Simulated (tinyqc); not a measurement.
Inside a calculation. Method: UKS/B3LYP (VWN-RPA form) in the sto-6g basis, for LiH, spin multiplicity 3. This run ends on a higher stationary point, not on the lowest solution. One step of it, computed by the program tinyqc.

Task: Iteration 9 (converged): orbitals. Diagonalise F' = X^T F X, C = X C', fill 3 alpha and 1 beta electrons from the bottom; D(s) = C_occ C_occ^T. Each column has its largest component positive (the first on a tie).

converged F(alpha) (hartree):
```
            1Li 1s     1Li 2s    1Li 2px    1Li 2py    1Li 2pz      2H 1s
1Li 1s   -1.924895  -0.522003   0.000000   0.000000  -0.001043  -0.096652
1Li 2s   -0.522003  -0.218834   0.000000   0.000000  -0.063436  -0.194754
1Li 2px   0.000000   0.000000   0.035111  -0.035847   0.000000   0.000000
1Li 2py   0.000000   0.000000  -0.035847  -0.010074   0.000000   0.000000
1Li 2pz  -0.001043  -0.063436   0.000000   0.000000  -0.032070  -0.229488
2H 1s    -0.096652  -0.194754   0.000000   0.000000  -0.229488  -0.342197
```

converged F(beta) (hartree):
```
            1Li 1s     1Li 2s   1Li 2px   1Li 2py    1Li 2pz      2H 1s
1Li 1s   -1.916707  -0.517864  0.000000  0.000000  -0.001160  -0.095892
1Li 2s   -0.517864  -0.159845  0.000000  0.000000  -0.032029  -0.111928
1Li 2px   0.000000   0.000000  0.072067  0.009280   0.000000   0.000000
1Li 2py   0.000000   0.000000  0.009280  0.084180   0.000000   0.000000
1Li 2pz  -0.001160  -0.032029  0.000000  0.000000   0.029036  -0.106943
2H 1s    -0.095892  -0.111928  0.000000  0.000000  -0.106943   0.041259
```

X:
```
            1Li 1s     1Li 2s   1Li 2px   1Li 2py    1Li 2pz      2H 1s
1Li 1s    1.022231  -0.127090  0.000000  0.000000  -0.006519   0.014169
1Li 2s   -0.127090   1.082674  0.000000  0.000000   0.080862  -0.223187
1Li 2px   0.000000   0.000000  1.000000  0.000000   0.000000   0.000000
1Li 2py   0.000000   0.000000  0.000000  1.000000   0.000000   0.000000
1Li 2pz  -0.006519   0.080862  0.000000  0.000000   1.107293  -0.297061
2H 1s     0.014169  -0.223187  0.000000  0.000000  -0.297061   1.166548
```

Give: F' = X^T F X; orbital energies; coefficients C; F' = X^T F X; orbital energies; coefficients C; D(alpha) after iteration 9; D(beta) after iteration 9.

Result:

F' = X^T F X (alpha) (hartree):
```
         1        2        3        4        5        6
1  -1.8816  -0.2907   0.0000   0.0000  -0.0013  -0.0050
2  -0.2907  -0.0754   0.0000   0.0000   0.0110  -0.1330
3   0.0000   0.0000   0.0351  -0.0358   0.0000   0.0000
4   0.0000   0.0000  -0.0358  -0.0101   0.0000   0.0000
5  -0.0013   0.0110   0.0000   0.0000   0.0781  -0.1977
6  -0.0050  -0.1330   0.0000   0.0000  -0.1977  -0.2276
```

orbital energies (alpha) (hartree): MO1 -1.9276, MO2 -0.3632, MO3 -0.0299, MO4 -0.0133, MO5 0.0549, MO6 0.1977

coefficients C (alpha):
```
             MO1      MO2     MO3      MO4      MO5      MO6
1Li 1s    0.9899  -0.0969  0.0000  -0.2507   0.0000  -0.0956
1Li 2s    0.0402   0.1925  0.0000   0.9695   0.0000   0.5159
1Li 2px   0.0000   0.0000  0.4831   0.0000   0.8756   0.0000
1Li 2py   0.0000   0.0000  0.8756   0.0000  -0.4831   0.0000
1Li 2pz   0.0031   0.1896  0.0000  -0.3582   0.0000   1.0755
2H 1s    -0.0034   0.8245  0.0000  -0.2442   0.0000  -0.8716
```

F' = X^T F X (beta) (hartree):
```
         1        2       3       4        5        6
1  -1.8733  -0.2933  0.0000  0.0000  -0.0031  -0.0095
2  -0.2933  -0.0266  0.0000  0.0000   0.0235  -0.1308
3   0.0000   0.0000  0.0721  0.0093   0.0000   0.0000
4   0.0000   0.0000  0.0093  0.0842   0.0000   0.0000
5  -0.0031   0.0235  0.0000  0.0000   0.1083  -0.1779
6  -0.0095  -0.1308  0.0000  0.0000  -0.1779   0.1786
```

orbital energies (beta) (hartree): MO1 -1.9192, MO2 -0.0890, MO3 0.0315, MO4 0.0670, MO5 0.0892, MO6 0.3637

coefficients C (beta):
```
             MO1      MO2      MO3      MO4     MO5      MO6
1Li 1s    0.9905  -0.1802  -0.1966   0.0000  0.0000   0.0952
1Li 2s    0.0382   0.5808   0.7652   0.0000  0.0000  -0.5659
1Li 2px   0.0000   0.0000   0.0000   0.8794  0.4762   0.0000
1Li 2py   0.0000   0.0000   0.0000  -0.4762  0.8794   0.0000
1Li 2pz   0.0029   0.3993  -0.6305   0.0000  0.0000  -0.8740
2H 1s    -0.0041   0.4372  -0.1870   0.0000  0.0000   1.1282
```

D(alpha) after iteration 9:
```
          1Li 1s  1Li 2s  1Li 2px  1Li 2py  1Li 2pz    2H 1s
1Li 1s    0.9894  0.0212   0.0000   0.0000  -0.0153  -0.0832
1Li 2s    0.0212  0.0387   0.0000   0.0000   0.0366   0.1586
1Li 2px   0.0000  0.0000   0.2334   0.4230   0.0000   0.0000
1Li 2py   0.0000  0.0000   0.4230   0.7666   0.0000   0.0000
1Li 2pz  -0.0153  0.0366   0.0000   0.0000   0.0359   0.1563
2H 1s    -0.0832  0.1586   0.0000   0.0000   0.1563   0.6798
```

D(beta) after iteration 9:
```
          1Li 1s   1Li 2s  1Li 2px  1Li 2py  1Li 2pz    2H 1s
1Li 1s    0.9812   0.0378   0.0000   0.0000   0.0029  -0.0041
1Li 2s    0.0378   0.0015   0.0000   0.0000   0.0001  -0.0002
1Li 2px   0.0000   0.0000   0.0000   0.0000   0.0000   0.0000
1Li 2py   0.0000   0.0000   0.0000   0.0000   0.0000   0.0000
1Li 2pz   0.0029   0.0001   0.0000   0.0000   0.0000   0.0000
2H 1s    -0.0041  -0.0002   0.0000   0.0000   0.0000   0.0000
```
